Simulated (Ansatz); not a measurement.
## CH₄FNOS, SMILES NC(O)(F)S: a comparison of dispersion corrections

Run with Ansatz's Python interface.

`disp.py`
```python
"""Size of D3 and D4 in CH4FNOS."""

from dataclasses import dataclass
import warnings

import ansatz as az
from ase import Atoms


@dataclass(frozen=True)
class Options:
    basis: str = "def2-SVP"


opts = Options()

warnings.simplefilter("ignore", az.DeckWarning)

atoms = Atoms(["N", "C", "O", "F", "S", "H", "H", "H", "H"], positions=[
    [0.4145, 0.1123, -1.1979],
    [0.0585, -0.1641, 0.1446],
    [-1.1402, -0.9136, 0.1463],
    [1.1158, -0.9537, 0.6047],
    [-0.0596, 1.3004, 1.1146],
    [-0.3318, 0.8578, -1.4893],
    [1.2741, 0.6646, -1.1739],
    [-0.8299, -1.6182, -0.4514],
    [-0.4129, 0.6683, 2.2853],
])
mol = az.Crystal.molecule_from_ase(atoms)

job = mol.calculation().basis(gaussian=opts.basis)
for name in ["r2scan", "b3lyp"]:
    for correction in ("d3bj", "d4"):
        summary = job.functional(name, dispersion=correction).run(threads=1, backend="cpu").report
        print(f"{name:8s} {correction:5s} total {summary['free_energy_ev']:.5f} eV, of which dispersion {1000 * summary['dispersion']['energy']['ev']:.2f} meV")
```

```console
$ python disp.py
r2scan   d3bj  total -18177.91703 eV, of which dispersion -47.89 meV
r2scan   d4    total -18177.91150 eV, of which dispersion -42.36 meV
b3lyp    d3bj  total -18182.76968 eV, of which dispersion -316.02 meV
b3lyp    d4    total -18182.74510 eV, of which dispersion -291.45 meV
```

Reading the output:
- Total energies depend on the basis set; only differences at equal settings carry meaning.
- The geometry is a force-field or estimated start, not a minimum of this method, and the basis set is short of its limit. D4 holds the three-body term, and d3bj doesn't.
- b3lyp holds the VWN-RPA fit, as in Gaussian; the form of ORCA and Turbomole is b3lyp5.
- A dispersion term here runs with damping parameters fitted for another variant or functional.
- The script silences the warnings on its input, which a real study should read.
- Hardware and time: 16 s on 1 thread of Arm Neoverse V1 (shared host), peak memory 0.28 GiB.
